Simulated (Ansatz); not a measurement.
## Rock-salt MgO: LA phonon frequency at L by level of theory

No measured value is used here.

```tsv
level (code)	value (cm⁻¹)	cell (Å³/atom)
LDA (Ansatz)	551	9.00
PBE (Ansatz)	527	9.62
PBE-D3(BJ) (Ansatz)	544	9.31
r²SCAN+rVV10 (Ansatz)	554	9.23
r²SCAN0 (Ansatz)	…	9.10
r²SCANh (Ansatz)	556	9.21
Hartree–Fock (Ansatz)	…	9.15
```

Problem. Some entries are withheld; supply them.

Solution. 
- r²SCAN0 (Ansatz, a quantum-chemistry and plane-wave program), value (cm⁻¹): 564
- Hartree–Fock (Ansatz), value (cm⁻¹): 575

PBE-D3(BJ): the dispersion coefficients are held fixed in the derivatives. Each level is taken at its own relaxed cell. Cutoffs differ between the levels. Ansatz's density-functional and Hartree–Fock values are scalar-relativistic unless marked +SOC, with PAW data made under PBE.
